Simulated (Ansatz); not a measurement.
## Ansatz (development build ahead of 0.2.0) run

```yaml
crystal:
  periodic: [false, false, false]
  atoms:
    - { symbol: C, position_ang: [0.0, 0.0, 0.0] }
    - { symbol: O, position_ang: [0.0, 0.0, 1.47] }
basis:
  gaussian: { orbitals: def2-SVP }
total_charge: 1
magnetization:
  initial_magnetization: 1
hamiltonian:
  xc: hf
correlation:
  method: mp2
  frozen_orbitals: { C: 1, O: 1 }
output:
  forces: true
```

The input is written out in the form of the current development build from the run's settings. Correlation on restricted open-shell orbitals is semicanonical, with singles.

Results

```json
{
  "Converged": "yes",
  "Reference energy": "-112.03389 hartree",
  "Correlation energy": "-0.23802 hartree",
  "Total energy": "-112.27191 hartree",
  "Spin squared of the determinant": "0.750",
  "Stability test": "minimum among restricted orbitals"
}
```

Forces (eV/Å):
| atom | Fx | Fy | Fz |
| --- | --- | --- | --- |
| C1 | 0.000 | 0.000 | 8.069 |
| O2 | 0.000 | 0.000 | -8.069 |

Caution: bonds are stretched, where a single reference can fail.
